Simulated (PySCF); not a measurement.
**NaN+: bond curves at several levels of theory**

One table from this session's results is given with a row withheld; the runs are named, their logs left out.

Computed with PySCF 2.14.0. Level: Na pcseg-1, N pcseg-1, no relativity.

The first run:

A driver script around PySCF takes these settings:

```yaml
atoms: Na, N
charge: 1
basis: Na pcseg-1, N pcseg-1
Hamiltonian: no relativity
basis_functions: 24
electrons_treated: 17
masses_in_u: 22.9898, 14.0031
levels: PBE0, PBE, r²SCAN, B97-3, M06, r²SCAN0, LC-ωPBE, HF, MP2, SCS-MP2, CCSD, CCSD(T)
grid: 80 radial by 434 angular points
occupations: held fixed by the projection of orbital angular momentum
dissociation_limit: Na+ + N, each in its ground configuration
starting_distance_in_angstrom: 2.330
values_of_2S_to_try: 1, 3
```

Started as:

```console
$ OMP_NUM_THREADS=1 python dia.py task.json out
```

Among the steps run: Input; First curve: PBE0; Excited determinants; PBE (GGA); r²SCAN (meta-GGA); B97-3; M06 (hybrid meta-GGA); r²SCAN0 (hybrid meta-GGA); LC-ωPBE (range-separated hybrid); UHF (mean field); Correlated methods on the Hartree–Fock reference.

One table of the session follows, with a row left open; its other results are not shown here.

Energy (eV) from each level's lowest point:

| R (Å) | UHF | UHF-MP2 | UHF-SCS-MP2 | UHF-CCSD | UHF-CCSD(T) |
| --- | --- | --- | --- | --- | --- |
| 2.381 | 0.075 | 0.084 | 0.083 | n/a | n/a |
| 2.491 | 0.033 | 0.039 | 0.039 | 0.040 | 0.040 |
| 2.602 | 0.011 | 0.015 | 0.015 | 0.015 | 0.015 |
| 2.685 | 0.003 | 0.005 | 0.005 | 0.006 | 0.005 |
| 2.768 | 0.000 | 0.001 | 0.001 | 0.001 | 0.001 |
| 2.851 | 0.000 | 0.000 | 0.000 | 0.000 | 0.000 |
| 2.962 | 0.003 | 0.002 | 0.002 | 0.002 | 0.003 |
| 3.100 | ? | ? | ? | ? | ? |
| 3.266 | 0.019 | 0.018 | 0.018 | 0.019 | 0.019 |
| 3.488 | 0.031 | 0.032 | 0.031 | n/a | n/a |

**Question.** Estimate the row for R (Å) = 3.100.

Worked estimate for «UHF». A straight line through the neighbours (2.962, 0.003) and (3.266, 0.019) gives 0.003 + (0.019 − 0.003) × (3.100 − 2.962) / (3.266 − 2.962) = 0.010; a parabola fitted to 4 rows on both sides gives 0.010.

The run gave: UHF: 0.009; UHF-MP2: 0.009; UHF-SCS-MP2: 0.009; UHF-CCSD: 0.009; UHF-CCSD(T): 0.009. In «UHF» the line misses by +0.001 and the parabola by +0.001.

Caveats from the session: The bond is weak, and basis-set superposition, which was not computed, may be a sizeable part of it.
